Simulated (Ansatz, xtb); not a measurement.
**C2HCl2F2: which of two conformers lies lower**

Structure a is `FC(F)[C](Cl)Cl`, a doublet and structure b is `FC(F)[C](Cl)Cl`, a doublet. Both are isolated molecules in the gas phase, relaxed with PBE0-D3(BJ)/def2-SVP.

a (Å):

```xyz
7

C     2.0793    0.6788   -1.3148
C     1.8403    1.2923    0.0281
Cl    0.3566    0.9562    0.7934
Cl    3.1805    1.7115    0.9828
F     2.5089   -0.6002   -1.2007
F     3.0282    1.3666   -1.9707
H     1.1447    0.6806   -1.9023
```

b (Å):

```yaml
atoms:
  - { symbol: C, position_ang: [1.7528, 0.5040, 0.3583] }
  - { symbol: C, position_ang: [2.4601, 1.5144, 1.2216] }
  - { symbol: Cl, position_ang: [3.1144, 0.9665, 2.6934] }
  - { symbol: Cl, position_ang: [1.9415, 3.1317, 1.1185] }
  - { symbol: F, position_ang: [2.4795, -0.6245, 0.2997] }
  - { symbol: F, position_ang: [1.6067, 0.9972, -0.8829] }
  - { symbol: H, position_ang: [0.7476, 0.2491, 0.7504] }
```

Task: Estimate E(b) − E(a) at the level CCSD(T)/def2-SVP + ΔMP2/def2-TZVPP.

Result: Not settled: CCSD(T)/def2-SVP + ΔMP2/def2-TZVPP gives E(b) − E(a) = +1.15 kcal/mol, but this leans on the basis-set step: CCSD(T) alone gives +0.87 kcal/mol.

Level by level:

```tsv
level	geometry	E(b) − E(a) (kcal/mol)	departure from the last row (kcal/mol)	job, with rough time for the two
PBE0-D3(BJ)/def2-SVP	PBE0-D3(BJ)/def2-SVP	+0.85	−0.30	optimisation, 22 s
HF/def2-SVP	PBE0-D3(BJ)/def2-SVP	+0.61	−0.54	part of the CCSD(T) run
MP2/def2-SVP	PBE0-D3(BJ)/def2-SVP	+0.81	−0.34	part of the CCSD(T) run
CCSD(T)/def2-SVP	PBE0-D3(BJ)/def2-SVP	+0.87	−0.28	single point
CCSD(T)/def2-SVP + ΔMP2/def2-TZVPP	PBE0-D3(BJ)/def2-SVP	+1.15		single point, 26 s
```

The largest departure from CCSD(T)/def2-SVP + ΔMP2/def2-TZVPP is that of HF/def2-SVP, 0.54 kcal/mol. Levels run at GFN2-xTB geometries aren't shown. The last row adds to CCSD(T) the change of the MP2 difference between the two basis sets, here +0.28 kcal/mol.

With harmonic frequencies from PBE0-D3(BJ)/def2-SVP (ideal gas, rigid rotor, one conformer each, 1000 K, 1 atm): on the last row, ΔE + ΔZPE = +1.06 kcal/mol. A mode under 50 cm⁻¹ makes harmonic enthalpies and free energies unreliable, so none is given.

Open shells are spin-unrestricted. The correlated steps freeze 14 core orbitals. Run with Ansatz 0.2.0; the last row on 2 threads of AMD EPYC 9R45 96-Core Processor (Zen 5) on a shared host.
